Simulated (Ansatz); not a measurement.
The input, for Ansatz 0.2.0:

```yaml
crystal:
  periodic: [false, false, false]
  atoms:
    - {symbol: Si, position_ang: [0.000000, 0.000000, 1.954501]}
    - {symbol: B, position_ang: [0.000000, 0.000000, 0.000000]}
    - {symbol: Si, position_ang: [0.000000, 0.000000, -1.954501]}
basis:
  gaussian: {orbitals: cc-pVTZ}
total_charge: 1
magnetization: {spin_polarized: false, initial_magnetization: 2}
correlation: {method: bccd_t, electrons: outside_noble_gas}
```

```sh
$ ansatz run in.yaml --threads 2 --pin off --events-out ev --progress --plain --max-ram 24576MiB --backend cuda --devices 0, --max-vram 18GiB
```

Task: Roughly how long does this take on 2 threads of AMD EPYC 7R13 with a shared H100 80 GB, shared host, and how much host memory?

Result: 14 s wall and 0.79 GiB.

```
599 factors; integrals over basis functions are off by at most 1.2e-3 eV
mean field evaluation 1: about -16381.2491 eV, gradient 2.2e1 eV
mean field evaluation 2: about -16381.2591 eV, gradient 2.2e1 eV
mean field evaluation 4: about -16383.4835 eV, gradient 2.6e0 eV
mean field evaluation 8: about -16383.5419 eV, gradient 1.8e-1 eV
mean field evaluation 16: about -16383.5430 eV, gradient 6.9e-3 eV
mean field evaluation 32: about -16383.6203 eV, gradient 6.6e-1 eV
mean field evaluation 64: about -16383.5430 eV, gradient 5.4e-3 eV
mean field evaluation 96: about -16384.6623 eV, gradient 5.5e0 eV
mean field evaluation 128: about -16384.1294 eV, gradient 1.0e0 eV
mean field evaluation 160: about -16383.5354 eV, gradient 5.2e-1 eV
...
mean field evaluation 960: about -16384.0670 eV, gradient 2.2e-4 eV
determinant -16385.52157433 eV, -602.1568113513 hartree, with singles and doubles -16392.56963645 eV, -602.4158228569 hartree
determinant -16384.00214533 eV, -602.1009733654 hartree, with singles and doubles -16390.86251895 eV, -602.3530874457 hartree
determinant -16383.54300133 eV, -602.0841001344 hartree, with singles and doubles -16391.61574272 eV, -602.3807679087 hartree
determinant -16382.95747740 eV, -602.0625825271 hartree, with singles and doubles -16390.25251600 eV, -602.3306702508 hartree
determinant -16382.13955862 eV, -602.0325245661 hartree, with singles and doubles -16389.98495951 eV, -602.3208377312 hartree
determinant -16380.96956270 eV, -601.9895280092 hartree, with singles and doubles -16389.28065055 eV, -602.2949548544 hartree
11 core orbitals not correlated: weight in the atoms' cores, before any rotation towards them, 1.000 or more for the frozen orbitals, at most 0.000 for the correlated occupied ones
reference -16385.52157433 eV, -602.1568113513 hartree; 6, 4 occupied and 81, 83 virtual orbitals, 599 factors
second order -5.74009006 eV of doubles, -0.05101478 eV of singles
cycle   1  -6.89862352 eV  change   -3.1e-1 eV  update   2.5e-2
cycle   2  -6.91288922 eV  change   -1.4e-2 eV  update   5.4e-3
cycle   3  -6.91253652 eV  change    3.5e-4 eV  update   2.1e-3
cycle   4  -6.91356962 eV  change   -1.0e-3 eV  update   8.8e-4
cycle   5  -6.91355710 eV  change    1.3e-5 eV  update   3.8e-4
cycle   6  -6.91348240 eV  change    7.5e-5 eV  update   1.4e-4
cycle   7  -6.91350214 eV  change   -2.0e-5 eV  update   4.4e-5
cycle   8  -6.91349743 eV  change    4.7e-6 eV  update   1.8e-5
cycle   9  -6.91349055 eV  change    6.9e-6 eV  update   6.9e-6
perturbative correction -0.39424507 eV, -0.0144882392 hartree
Total energy: -16392.82930995 eV, -602.4253656820 hartree
```
